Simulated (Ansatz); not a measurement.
This geometry of BFH2 + H4Si (9 atoms, charge 0, multiplicity 1) is a first-order saddle point.

Theory: RKS r2SCAN/6-31G* in Ansatz.

```xyz
9
Properties=species:S:1:pos:R:3
B 0.142 0.265 0.210
H -0.484 -0.539 1.028
F 1.397 -0.200 -0.102
H -0.770 0.261 -0.577
Si 0.119 2.282 0.757
H 1.030 2.638 1.881
H 0.595 2.982 -0.466
H -1.259 2.738 1.093
H -0.148 0.360 1.441
```

(1) Which two structures does it join? (They come from a converged band through this point; their orientation in space is the band's.)

(2) How far does it lie above each of them?

Results:

(1) Bonds broken: B1–H2, Si5–H9. Bonds formed: B1–Si5, H2–H9. BFH2 + H4Si becomes BFH4Si + H2.

Image 0:

```xyz
9
Properties=species:S:1:pos:R:3
B 0.036 -0.633 -0.102
H -0.082 -1.307 0.883
F 1.263 -0.378 -0.540
H -0.887 -0.209 -0.742
Si 0.061 2.672 1.149
H 0.924 3.251 2.211
H 0.739 2.770 -0.168
H -1.242 3.386 1.106
H -0.190 1.236 1.467
```

Image 8:

```xyz
9
Properties=species:S:1:pos:R:3
B 0.307 0.637 -0.361
H -0.921 -0.752 1.958
F 1.478 0.007 -0.377
H -0.610 0.081 -0.910
Si 0.187 2.478 0.508
H 1.132 2.628 1.651
H 0.546 3.508 -0.515
H -1.194 2.779 0.981
H -0.302 -0.578 2.330
```

(2) 97.8 kJ/mol above the first and 51.2 kJ/mol above the second. This is the barrier of this one path; another mechanism may lie lower. The orbitals stay closed-shell, which can raise the energy where a bond breaks towards radicals; this wasn't checked here.

Run time: 7.6 min on 1 thread of Arm Neoverse V2, with other jobs on the host, peak memory 0.12 GiB.
